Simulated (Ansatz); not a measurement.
# SiH2, GeH$_{2}$: vertical ionisation energies

Ansatz 0.2.0, basis cc-pVDZ; geometries are PBE0/def2-TZVP minima. Wave-function levels freeze the cores with the filled d shells of p-block atoms; HF, MP2 and coupled cluster are restricted for singlets and unrestricted otherwise, restricted open-shell where a d shell is frozen. MRCISD+Q stands on CASSCF in the full valence space. The reference is full CI, exact within the basis. An error is the level's value less the reference. None of these values is a measured one. Energies are electronic, without zero-point terms. No spin–orbit coupling and no scalar relativity. The set is small: such energies can lie up to about 0.3 eV from the limit, spin gaps mostly less, so near ties and functionals' places can change in larger sets. The species are chosen: bound, without strong static correlation by their natural occupations or amplitudes, in their lowest spin state as far as vertical gaps and like structures tell, with only the lowest ion state computed, and with a ladder that closes on the reference, so errors are smaller than for species at large; levels whose determinant breaks symmetry or spin markedly are left out.

```json
{"species": "SiH2, singlet", "bonds (Å)": "Si–H 1.526, angle at Si 91°", "quantity": "vertical ionisation to the doublet", "symmetry of the states": "A1 / A1", "reference": "full CI", "value (eV)": "9.318", "error CCSD": "-0.020", "error CCSD(T)": "-0.002", "error CCSDT(Q)": "-0.001", "error CCSDTQ": "0.000", "error MRCISD+Q": "-0.013"}
{"species": "GeH2, singlet", "bonds (Å)": "Ge–H 1.594, angle at Ge 91°", "quantity": "vertical ionisation to the doublet", "symmetry of the states": "A1 / A1", "reference": "full CI", "value (eV)": "9.246", "error CCSD": "-0.010", "error CCSD(T)": "-0.001", "error CCSDT(Q)": "-0.001", "error CCSDTQ": "-0.001", "error MRCISD+Q": "-0.006"}
```

The reference falls from Si to Ge, by 0.072 eV in all.
